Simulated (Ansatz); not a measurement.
Heat of formation of C2H5N (aziridine) from total energies

C2H5N: 8 atoms, total charge 0, spin state singlet. SMILES: `C1CN1`. The shape is that of a PBE0-D4/def2-TZVP optimisation.

```xyz
8

C    -0.4420    0.3729   -0.5266
C     0.7018    0.0413    0.3427
N    -0.6464   -0.3792    0.7058
H    -0.5239   -0.1462   -1.4763
H    -0.8504    1.3774   -0.5215
H     1.1307    0.8030    0.9843
H     1.4061   -0.7057   -0.0095
H    -0.7760   -1.3633    0.5010
```

Total energies at revPBE/def2-SVPD (Ansatz 0.2.0); the atoms run unrestricted:

```tsv
species	state	energy (Eh)
C2H5N	singlet	-133.798093
C	triplet	-37.801944
N	quartet	-54.523572
H	doublet	-0.503193
```

Harmonic wavenumbers at PBE0-D4/def2-TZVP, in cm⁻¹: 780, 903, 908, 922, 1005, 1117, 1122, 1153, 1255, 1271, 1308, 1491, 1527, 3125, 3131, 3205, 3219, 3544.

Measured heats of formation of the gaseous atoms at 298.15 K, in kJ/mol: C 716.9, N 472.4, H 218.0. Take 1 Eh = 2625.50 kJ/mol, 1 cm⁻¹ = 0.0119627 kJ/mol, RT = 2.479 kJ/mol.

Problem. Work out the heat of formation of the gas at 298 K.

Solution. 
1. Electronic atomisation energy: 2 × (-37.801944) + (-54.523572) + 5 × (-0.503193) − (-133.798093) = 1.154668 Eh = 3031.6 kJ/mol.
2. Zero-point energy: half the sum of the wavenumbers, 15493 cm⁻¹ = 185.3 kJ/mol.
3. Thermal vibrational enthalpy, Σ hcν̃/(exp(hcν̃/kT) − 1): 1.0 kJ/mol. Translation, rotation and pV of a non-linear molecule: 4 RT = 9.9 kJ/mol.
4. The 8 free atoms carry 5/2 RT each: 49.6 kJ/mol.
5. Atomisation enthalpy at 298 K: 3031.6 − 185.3 − 1.0 − 9.9 + 49.6 = 2885.0 kJ/mol.
6. Sum of the atoms' heats of formation: 2996.2 kJ/mol. Heat of formation: 2996.2 − 2885.0 = +111.2 kJ/mol.

The tabulated value is +126.5 kJ/mol (CRC Handbook of Chemistry and Physics), so this level is off by -15.3 kJ/mol, or 0.5 % of the atomisation enthalpy that the table implies (2869.7 kJ/mol). Gradient-corrected functionals often overbind somewhat. Anharmonicity and any spin-orbit splitting of the molecule are left out.
